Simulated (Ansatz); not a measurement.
```yaml
crystal:
  periodic: [false, false, false]
  atoms:
    - {symbol: Al, position_ang: [-1.120044, -0.482057, -0.002972]}
    - {symbol: Cl, position_ang: [0.887912, 0.331229, 0.002245]}
    - {symbol: H, position_ang: [-1.248715, 1.253633, 0.000590]}
basis:
  gaussian: {orbitals: def2-TZVP}
magnetization: {spin_polarized: true, initial_magnetization: 3}
hamiltonian: {xc: pbe0}
relax: {f_tol: 0.004, max_steps: 80}
```

```sh
$ ansatz run in.yaml --threads 1 --pin off --events-out ev --progress --plain --max-ram 2176MiB
```

Steps of the relaxation (energy above the last step; positions in Å, forces in eV/Å):

```
3
step 1, 66.5 meV
Al   -1.120   -0.482   -0.003   -0.303   -0.782   -0.002
Cl    0.888    0.331    0.002    0.030    0.280    0.001
H    -1.249    1.254    0.001    0.273    0.501    0.002
```

```
3
step 2, 6.5 meV
Al   -1.171   -0.566   -0.003   -0.120   -0.007    0.000
Cl    0.779    0.423    0.002    0.260    0.002    0.000
H    -1.088    1.246    0.001   -0.140    0.005    0.000
```

```
3
step 3, 0.1 meV
Al   -1.166   -0.556   -0.003   -0.013   -0.026    0.000
Cl    0.809    0.405    0.002    0.020    0.002    0.000
H    -1.125    1.254    0.001   -0.008    0.024    0.000
```

```
3
step 4, 0.0 meV
Al   -1.165   -0.557   -0.003    0.004   -0.009    0.000
Cl    0.812    0.403    0.002   -0.003   -0.002    0.000
H    -1.128    1.257    0.001    0.000    0.011    0.000
```

```
3
step 5, 0.0 meV
Al   -1.164   -0.558   -0.003   -0.001    0.000    0.000
Cl    0.812    0.402    0.002    0.001    0.000    0.000
H    -1.129    1.259    0.001    0.000    0.000    0.000
```

Close pairs at the end: Al1–H3 1.817 Å, Al1–Cl2 2.197 Å.

A stationary point of unrestricted PBE0 after 5 steps, with ⟨S²⟩ = 3.755 against 3.75 for a pure state; no frequencies were run, so it isn't proven a minimum. 7 s on 1 thread of Intel Xeon 6975P-C, shared host.
